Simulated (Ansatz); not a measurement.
# CH3B: the cost of one run

Method: def2-QZVPP, core rule «outside noble gas», up to 2 orbitals frozen; program: Ansatz 0.2.0, Gaussian basis.

The runs, in order: UHF; ROHF; CCSD(T) on UHF.

2 further runs of the same task are left out: 2 set aside as unsound or not needed.

**1. What is computed**

The geometry is a PBE0/def2-TZVP stationary point (not a proven minimum) of the parent state, kept for this charge and spin.

5 atoms, charge 0, spin multiplicity 3.

Atoms are counted from 1 here; the program's logs count them from 0.

Bond lengths: B1–C2 1.531 Å, C2–H3 1.098 Å, C2–H4 1.098 Å, C2–H5 1.098 Å. Angles: B1–C2–H3 110.0°, B1–C2–H4 110.0°, B1–C2–H5 110.0°, H3–C2–H4 108.9°, H3–C2–H5 108.9°, H4–C2–H5 108.9°.

**2. UHF**

Contents of in.yaml:

```yaml
crystal:
  periodic: [false, false, false]
  atoms:
    - {symbol: B, position_ang: [-0.934456, 0.008596, 0.007435]}
    - {symbol: C, position_ang: [0.596344, -0.005486, -0.004745]}
    - {symbol: H, position_ang: [0.962798, -1.040220, -0.002512]}
    - {symbol: H, position_ang: [0.984114, 0.511152, 0.882773]}
    - {symbol: H, position_ang: [0.969819, 0.502236, -0.903468]}
basis:
  gaussian: {orbitals: "def2-QZVPP.json"}
magnetization: {spin_polarized: true, initial_magnetization: 2}
hamiltonian: {xc: hf}
output: {orbitals: {seedname: orbitals}}
```

Launch:

```bash
$ ansatz run in.yaml --threads 1 --pin off --events-out ev --progress --plain --max-ram 2393MiB
```

What time and memory should one allow on 1 thread of Arm Neoverse V2, shared host?

About 39 s, with a peak of 0.33 GiB.
